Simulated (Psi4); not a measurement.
**BNH2O (SMILES BN=O): levels of theory compared**

We compute a comparison of 6 runs (HF/STO-3G, HF/3-21G, HF/def2-SVP, B3LYP/6-31G*, CAM-B3LYP/6-31+G*, CC2/6-311+G**) of BNH2O. 

The results are computed with Psi4 1.11.

3 further runs of the same task are left out: 2 that didn't finish, 1 set aside as unsound or not needed.

## (1) The molecule

BNH2O: 5 atoms, total charge 0, spin state singlet. As SMILES, `BN=O`. Geometry: relaxed at GFN2-xTB.

Bond lengths: B1–N2 1.295 Å, N2–O3 1.192 Å, B1–H4 1.165 Å, B1–H5 1.166 Å. Angles: B1–N2–O3 179.9°, N2–B1–H4 118.8°, N2–B1–H5 118.8°, H4–B1–H5 122.4°.

## (2) A single-point energy at HF/STO-3G (run 1)

File bh2no.json:

```json
{
 "schema_name": "qcschema_input",
 "schema_version": 1,
 "molecule": {
  "schema_name": "qcschema_molecule",
  "schema_version": 2,
  "symbols": ["B", "N", "O", "H", "H"],
  "geometry": [-0.57307834, 0.72699654, -0.39019065, 0.82242771, -1.0432611, 0.56113528, 2.10464468, -2.67468056, 1.43664539, -2.19007919, 0.17368473, -1.77921494, -0.16391484, 2.8172604, 0.17162493],
  "molecular_charge": 0,
  "molecular_multiplicity": 1,
  "fix_symmetry": "c1"
 },
 "driver": "energy",
 "model": {
  "method": "scf",
  "basis": "STO-3G"
 },
 "keywords": {
  "puream": true,
  "e_convergence": 1e-09,
  "d_convergence": 1e-08,
  "scf_type": "pk",
  "scf_properties": ["MULLIKEN_CHARGES", "DIPOLE", "WIBERG_LOWDIN_INDICES"]
 }
}
```

Run with:

```bash
psi4 --qcschema bh2no.json -n 1 --memory 1600MB
```

stdout:

```text
[...]
  Running in c1 symmetry.
[...]
  Nuclear repulsion =   58.612788406013664
[...]
  Multiplicity = 1
[...]
  Nalpha       = 11
  Nbeta        = 11
[...]
    Number of basis functions: 17
[...]
   @RHF iter   1:  -152.95813574058550   -1.67733e+00   1.82206e-02 ADIIS/DIIS
[...]
   @RHF iter  11:  -153.02697962160639   -7.10543e-13   6.01821e-09 DIIS
[...]
    Orbital Energies [Eh]
    ---------------------
    Doubly Occupied:
       1A    -20.438431     2A    -15.508623     3A     -7.412270
       4A     -1.484914     5A     -1.006217     6A     -0.685717
       7A     -0.641136     8A     -0.588631     9A     -0.556756
      10A     -0.435935    11A     -0.316648
[...]
  @RHF Final Energy:  -153.02697962160639
   => Energetics <=
    Nuclear Repulsion Energy =             58.6127884060136637
    One-Electron Energy =                -325.1289827845077980
    Two-Electron Energy =                 113.4892147568877192
    Total Energy =                       -153.0269796216063867
[...]
 Multipole Moments:
 ------------------------------------------------------------------------------------
     Multipole            Electronic (a.u.)      Nuclear  (a.u.)        Total (a.u.)
 ------------------------------------------------------------------------------------
 L = 1.  Multiply by 2.5417464519 to convert [e a0] to [Debye]
 Dipole X            :          1.3143174           -1.2889368            0.0253806
 Dipole Y            :         -1.6709197            1.6382498           -0.0326699
 Dipole Z            :          0.8985839           -0.8807805            0.0178034
 Magnitude           :                                                    0.0450384
[...]
  Mulliken Charges: (a.u.)
   Center  Symbol    Alpha    Beta     Spin     Total
       1     B     2.39551  2.39551  0.00000  0.20898
       2     N     3.55238  3.55238  0.00000 -0.10476
       3     O     4.01353  4.01353  0.00000 -0.02705
       4     H     0.51928  0.51928  0.00000 -0.03856
       5     H     0.51931  0.51931  0.00000 -0.03862
   Total alpha = 11.00000, Total beta = 11.00000, Total charge =  0.00000
  Wiberg Bond Indices using Orthogonal Lowdin Orbitals:
[...]
```

The result, in JSON:

```text
{
 "driver": "energy",
 "model": {
  "method": "scf",
  "basis": "STO-3G"
 },
 "success": true,
 "return_result": -153.0269796216064,
 "properties": {
  "calcinfo_nbasis": 17,
  "calcinfo_nmo": 17,
  "calcinfo_nalpha": 11,
  "calcinfo_nbeta": 11,
  "calcinfo_natom": 5,
  "nuclear_repulsion_energy": 58.612788406013664,
  "return_energy": -153.0269796216064,
  "scf_one_electron_energy": -325.1289827845078,
  "scf_two_electron_energy": 113.48921475688772,
  "scf_dipole_moment": [0.02538060320375135, -0.03266985227151986, 0.01780336474799471],
  "scf_total_energy": -153.0269796216064,
  "scf_iterations": 11
 }
}
```

Run time: 1.6 s. Hardware: 1 thread of Intel Xeon at 2.80GHz (Skylake/Cascade Lake), shared host; peak memory 0.18 GiB.

## (3) A single-point energy at HF/3-21G (run 2)

File input.dat:

```
memory 1.6 GB

molecule {
  0 1
  B     -0.303260     0.384710    -0.206480
  N      0.435210    -0.552070     0.296940
  O      1.113730    -1.415380     0.760240
  H     -1.158940     0.091910    -0.941520
  H     -0.086740     1.490830     0.090820
  symmetry c1
}

set globals {
  puream true
  e_convergence 1e-09
  d_convergence 1e-08
  scf_type pk
}

result = energy("hf/3-21G")
print_variables()
```

Run with:

```bash
psi4 -i input.dat -o output.dat -n 1
```

output.dat:

```text
[...]
  Running in c1 symmetry.
[...]
  Nuclear repulsion =   58.612788367927152
[...]
  Multiplicity = 1
[...]
  Nalpha       = 11
  Nbeta        = 11
[...]
    Number of basis functions: 31
[...]
   @RHF iter   1:  -154.10837045483126   -6.58911e-01   8.92322e-03 DIIS/ADIIS
[...]
   @RHF iter  12:  -154.16739309938515   -6.82121e-13   2.91567e-09 DIIS
[...]
    Orbital Energies [Eh]
    ---------------------
    Doubly Occupied:
       1A    -20.586725     2A    -15.654331     3A     -7.580878
       4A     -1.565076     5A     -1.081596     6A     -0.764946
       7A     -0.715826     8A     -0.658162     9A     -0.615652
      10A     -0.499751    11A     -0.401825
[...]
  @RHF Final Energy:  -154.16739309938515
   => Energetics <=
    Nuclear Repulsion Energy =             58.6127883679271520
    One-Electron Energy =                -325.3108252443460060
    Two-Electron Energy =                 112.5306437770337311
    Total Energy =                       -154.1673930993851513
[...]
 Multipole Moments:
 ------------------------------------------------------------------------------------
     Multipole            Electronic (a.u.)      Nuclear  (a.u.)        Total (a.u.)
 ------------------------------------------------------------------------------------
 L = 1.  Multiply by 2.5417464519 to convert [e a0] to [Debye]
 Dipole X            :          1.0878371           -1.2889368           -0.2010997
 Dipole Y            :         -1.3831550            1.6382498            0.2550948
 Dipole Z            :          0.7440078           -0.8807805           -0.1367727
 Magnitude           :                                                    0.3524503
[...]
```

Run time: 1.6 s. Hardware: 1 thread of Intel Xeon at 2.80GHz (Skylake/Cascade Lake), shared host; peak memory 0.18 GiB.

Run 3 isn't shown in full; the table further down has it.

## (4) The energy at B3LYP/6-31G(d) (Cartesian functions) (run 4)

File bh2no.xyz:

```xyz
5
BH2NO
B     -0.303260     0.384710    -0.206480
N      0.435210    -0.552070     0.296940
O      1.113730    -1.415380     0.760240
H     -1.158940     0.091910    -0.941520
H     -0.086740     1.490830     0.090820
```

File bh2no.py:

```python
import psi4

psi4.set_memory('1600 MB')
psi4.set_num_threads(1)
psi4.set_output_file('bh2no.out', False)

with open('bh2no.xyz') as f:
    atoms = ''.join(f.readlines()[2:])
geom = psi4.geometry('0 1\n' + atoms + 'symmetry c1\nno_reorient\nno_com')

psi4.set_options({
    'puream': False,
    'e_convergence': 1e-09,
    'd_convergence': 1e-08,
    'scf_type': 'pk',
    'dft_radial_points': 99,
    'dft_spherical_points': 590,
})

E, wfn = psi4.energy('b3lyp/6-31G*', molecule=geom, return_wfn=True)
print('E =', round(E, 9))
for k, v in sorted(psi4.core.scalar_variables().items()):
    print(f'{k:45s} {v:18.10f}')
```

Run with:

```bash
python bh2no.py
```

bh2no.out:

```text
[...]
  Running in c1 symmetry.
[...]
  Nuclear repulsion =   58.612788367927159
[...]
  Multiplicity = 1
[...]
  Nalpha       = 11
  Nbeta        = 11
[...]
    Number of basis functions: 49
[...]
   @RKS iter   1:  -155.86599789879145   -3.40395e-01   7.59888e-03 ADIIS/DIIS
[...]
   @RKS iter  10:  -155.94391441581445   -2.08047e-11   8.84898e-09 DIIS
[...]
    Orbital Energies [Eh]
    ---------------------
    Doubly Occupied:
       1A    -19.262807     2A    -14.488647     3A     -6.752300
       4A     -1.202941     5A     -0.799815     6A     -0.567930
       7A     -0.507992     8A     -0.495176     9A     -0.447893
      10A     -0.369520    11A     -0.248780
[...]
  @RKS Final Energy:  -155.94391441581445
   => Energetics <=
    Nuclear Repulsion Energy =             58.6127883679271591
    One-Electron Energy =                -327.0636202032193296
    Two-Electron Energy =                 128.8656550198286936
    DFT Exchange-Correlation Energy =     -16.3587376003509952
    Empirical Dispersion Energy =           0.0000000000000000
    VV10 Nonlocal Energy =                  0.0000000000000000
    Total Energy =                       -155.9439144158144472
[...]
 Multipole Moments:
 ------------------------------------------------------------------------------------
     Multipole            Electronic (a.u.)      Nuclear  (a.u.)        Total (a.u.)
 ------------------------------------------------------------------------------------
 L = 1.  Multiply by 2.5417464519 to convert [e a0] to [Debye]
 Dipole X            :        -17.5073732           17.3747656           -0.1326076
 Dipole Y            :         22.2428718          -22.0743444            0.1685274
 Dipole Z            :        -11.9529919           11.8625668           -0.0904252
 Magnitude           :                                                    0.2327294
[...]
```

The script printed:

```text
E = -155.943914416
CURRENT ENERGY                                   -155.9439144158
CURRENT REFERENCE ENERGY                         -155.9439144158
DD SOLVATION ENERGY                                 0.0000000000
DFT FUNCTIONAL TOTAL ENERGY                      -155.9439144158
DFT TOTAL ENERGY                                 -155.9439144158
DFT VV10 ENERGY                                     0.0000000000
DFT XC ENERGY                                     -16.3587376004
GRID ELECTRONS ALPHA                               10.9999999547
GRID ELECTRONS BETA                                10.9999999547
GRID ELECTRONS TOTAL                               21.9999999095
NUCLEAR REPULSION ENERGY                           58.6127883679
ONE-ELECTRON ENERGY                              -327.0636202032
PCM POLARIZATION ENERGY                             0.0000000000
PE ENERGY                                           0.0000000000
SCF ITERATION ENERGY                             -155.9439144158
SCF ITERATIONS                                     10.0000000000
SCF TOTAL ENERGY                                 -155.9439144158
TWO-ELECTRON ENERGY                               128.8656550198
XC GRID RADIAL POINTS                              99.0000000000
XC GRID SPHERICAL POINTS                          590.0000000000
XC GRID TOTAL POINTS                           277505.0000000000
```

Wall time 6.6 s (1 thread of Intel Xeon at 2.80GHz (Skylake/Cascade Lake), shared host); peak memory 0.59 GiB.

Run 5 isn't shown in full; the table further down has it.

## (5) A single-point energy at CC2/6-311+G(d,p) (run 6)

File bh2no.sdf:

```

     RDKit          3D

  5  4  0  0  0  0  0  0  0  0999 V2000
   -0.3033    0.3847   -0.2065 B   0  0  0  0  0  0  0  0  0  0  0  0
    0.4352   -0.5521    0.2969 N   0  0  0  0  0  0  0  0  0  0  0  0
    1.1137   -1.4154    0.7602 O   0  0  0  0  0  0  0  0  0  0  0  0
   -1.1589    0.0919   -0.9415 H   0  0  0  0  0  0  0  0  0  0  0  0
   -0.0867    1.4908    0.0908 H   0  0  0  0  0  0  0  0  0  0  0  0
  2  1  1  0
  3  2  2  0
  4  1  1  0
  5  1  1  0
M  END
$$$$
```

File bh2no_ase.py:

```python
import numpy as np
from ase.calculators.psi4 import Psi4
from ase.io import read

a = read('bh2no.sdf')
calc = Psi4(atoms=a, method='cc2', basis='6-311+G**', memory='1600MB', num_threads=1, charge=0, multiplicity=1, label='bh2no', reference='rhf')
calc.psi4.set_options({'scf_type': 'pk', 'freeze_core': True, 'scf_initial_accelerator': 'none'})
a.calc = calc

print(f'energy: {a.get_potential_energy():.6f} eV')
```

Run with:

```bash
python bh2no_ase.py
```

bh2no.dat:

```text
[...]
  Running in c1 symmetry.
[...]
  Nuclear repulsion =   58.613186499613263
[...]
  Multiplicity = 1
[...]
  Nalpha       = 11
  Nbeta        = 11
[...]
    Number of basis functions: 78
[...]
   @RHF iter   1:  -155.02944623142670   -7.87753e-01   3.60033e-03 DIIS
[...]
   @RHF iter  12:  -155.09040757543593   -1.96962e-11   8.65271e-09 DIIS
[...]
    Orbital Energies [Eh]
    ---------------------
    Doubly Occupied:
       1A    -20.679647     2A    -15.730634     3A     -7.614919
       4A     -1.556973     5A     -1.085074     6A     -0.785475
       7A     -0.712509     8A     -0.656514     9A     -0.622563
      10A     -0.507787    11A     -0.406238
[...]
  @RHF Final Energy:  -155.09040757543593
   => Energetics <=
    Nuclear Repulsion Energy =             58.6131864996132634
    One-Electron Energy =                -326.6905211968781941
    Two-Electron Energy =                 112.9869271218289839
    Total Energy =                       -155.0904075754359326
[...]
 Multipole Moments:
 ------------------------------------------------------------------------------------
     Multipole            Electronic (a.u.)      Nuclear  (a.u.)        Total (a.u.)
 ------------------------------------------------------------------------------------
 L = 1.  Multiply by 2.5417464519 to convert [e a0] to [Debye]
 Dipole X            :          1.0179915           -1.2888028           -0.2708113
 Dipole Y            :         -1.2946043            1.6382410            0.3436366
 Dipole Z            :          0.6963296           -0.8807310           -0.1844014
 Magnitude           :                                                    0.4747934
[...]
      * MP2 total energy                      = -155.558518531618006
[...]
```

The script printed:

```text
energy: -4233.414102 eV
```

Wall time 14 s (1 thread of Intel Xeon at 2.80GHz (Skylake/Cascade Lake), shared host); peak memory 0.54 GiB.

## (6) The series

| run | level | Cartesian functions | integration grid | energy (Eh) | dipole moment (D) | HOMO energy (eV) | LUMO energy (eV) | wall time |
| --- | --- | --- | --- | --- | --- | --- | --- | --- |
| 1 | HF/STO-3G | no | – | -153.026980 | 0.11 | -8.62 | 4.96 | 1.6 s |
| 2 | HF/3-21G | no | – | -154.167393 | 0.90 | -10.93 | 1.68 | 1.6 s |
| 3 | HF/def2-SVP | no | – | -154.926222 | 1.07 | -11.06 | 1.52 | 1.7 s |
| 4 | B3LYP/6-31G* (Cartesian functions) | yes | 99 radial × 590 angular | -155.943914 | 0.59 | -6.77 | -3.29 | 6.6 s |
| 5 | CAM-B3LYP/6-31+G* (spherical functions) | no | 99 radial × 590 angular | -155.872444 | 0.87 | -8.72 | -2.08 | 9.6 s |
| 6 | CC2/6-311+G** | no | – | -155.575100 | – | -11.05 | 1.29 | 14 s |

## (7) Outcome

```
                                          quantity          value
          run 6: ground-state or mean-field energy  -155.57510 Eh
        run 6: HOMO energy (Hartree–Fock orbitals)      -11.05 eV
        run 6: LUMO energy (Hartree–Fock orbitals)        1.29 eV
      run 6: HOMO–LUMO gap (Hartree–Fock orbitals)       12.34 eV
run 6: correlation energy (3 core orbitals frozen)     -484.7 mEh
                              run 6: T1 diagnostic          0.035
```

What this shows: Over runs 1, 2, 3, 4, 5 the dipole moment (its size) runs from 0.11 D (HF/STO-3G) to 1.07 D (HF/def2-SVP). The two dipoles point in opposite directions. Over runs 1, 2, 3, 4, 5 the HOMO–LUMO gap runs from 3.48 eV (B3LYP/6-31G*) to 13.58 eV (HF/STO-3G). The two ends differ in method and basis. Totals of different functionals can't be ranked against each other. In run 6 the T1 diagnostic is large, so a single reference may not serve. In run 1 the basis is minimal, so the values are rough. All runs together took 35 s, the longest 14 s.
